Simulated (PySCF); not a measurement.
## BS: g tensor and hyperfine couplings

Species: BS (doublet state).
Z-matrix (Å and degrees, PBE0-D3(BJ)/def2-SVP geometry), rows numbered from 1:
```
B 
S   1  1.6140
```

Identity: `[B]=S` [radical].

Method used: UKS PBE0, pcH-1 on B S, non-relativistic, mean-field spin-orbit, GIAO (PySCF 2.14.0). Isolated species at its PBE0-D3(BJ)/def2-SVP geometry, gas phase.

| Quantity | Value |
| --- | --- |
| g1, g2, g3 | 1.99304, 1.99304, 2.00223 |
| g_iso | 1.99610 |
| Form of g | axial |
| ⟨S²⟩ | 0.7705 (exact 0.7500) |
| Basis functions | 60 |

Isotropic coupling and dipolar principal values T1 to T3, in MHz:

| atom | isotope | a_iso | of which spin–orbit | T1 | T2 | T3 | Mulliken spin population |
| --- | --- | --- | --- | --- | --- | --- | --- |
| B1 | 11B | 825.0 | -0.7 | -30.0 | -30.0 | 60.0 | 1.10 |
| S2 | 33S | 2.9 | 0.2 | -24.6 | -24.6 | 49.3 | -0.10 |

The Mulliken spin populations are largest on B1 (+1.10) and S2 (-0.10). B1 is the only atom above +0.15. The positive populations add up to 1.10 and the negative ones to -0.10, together 2S = 1.

Axes: g3 lies along the molecular axis.

Under fast tumbling the dipolar parts average out, and these isotropic splittings remain: 1 × 11B (B1, I = 3/2, 4 lines) with 29.53 mT.

Main isotope only: 11B (natural samples also hold 20 % 10B, magnetic too, which adds its own pattern).

Rough CPU time on one thread of a shared machine: about 2.7 s.
